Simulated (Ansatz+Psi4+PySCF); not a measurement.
Results of a calculation; reference values are marked as such.
A run of PySCF 2.14.0 on doublet CHO₂ at this shape:

```xyz
4

C     0.0214   -0.0162    0.0135
O     1.0348    0.0204    0.6819
O    -1.0534   -0.0239    0.6897
H    -0.0127   -0.0131   -1.0762
```

Its results:

```
Converged                       : yes
Reference energy                : -188.17629 hartree
Correlation energy              : -0.57771 hartree
Total energy                    : -188.75400 hartree
Spin squared of the determinant : 0.762
```

Messages of the program:
```
WARN: HOMO -0.39132153392025 >= LUMO -0.39132153392025
WARN: HOMO -0.39132153392025 >= LUMO -0.39132153392025
```

Problem. Which input gives this output? Name the method, the orbitals and the basis set, and write the input.

Solution. UHF-MP2 in cc-pVTZ.

```python
from pyscf import gto, scf, mp

mol = gto.M(atom="""
C 0.021370 -0.016180 0.013470
O 1.034760 0.020350 0.681940
O -1.053370 -0.023940 0.689680
H -0.012670 -0.013090 -1.076170
""", basis='cc-pvtz', charge=0, spin=1)
mf = scf.UHF(mol)
mf.kernel()
pt = mp.MP2(mf, frozen=3).run()
print(mf.e_tot, pt.e_corr, pt.e_tot)
```

This is not the lowest solution: another run reaches a determinant 0.47 eV lower. Caution: large amplitudes, a single reference is doubtful; another reference gives a lower total.
